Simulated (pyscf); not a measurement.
Structures and frequencies: ωB97X-D3(BJ)/def2-SVP in PySCF. Correlated levels are frozen-core, on RHF or UHF. ΔMP2 is the change of the MP2 total energy from the triple- to the quadruple-zeta basis.

**Question.** How much does it cost (ΔH, 298 K, CCSD(T)/def2-TZVPP + ΔMP2(QZVPP)) to split H₂N–InH–OH (SMILES [NH2][InH][OH]) at its In–O bond into [H₂N–InH]• + OH•?

**Answer.** In–O to [H₂N–InH]• + OH•: 92.4 kcal/mol. The radicals are drawn with the spin at the cut bond; how far it spreads was not checked. Other isomers of [H₂N–InH]• were not searched in full and may lie lower. The CCSD(T) − MP2 part came from Ansatz, without density fitting, on the same reference. The frozen core leaves the outer d or s,p core shells of the metals and heavy elements correlated in the MP2 and CC values, and def2-TZVPP describes them poorly, which can shift differences by a few kcal/mol. Left out: the spin-orbit lowering of OH. Elements past Kr carry the def2 core potentials, without spin-orbit coupling.
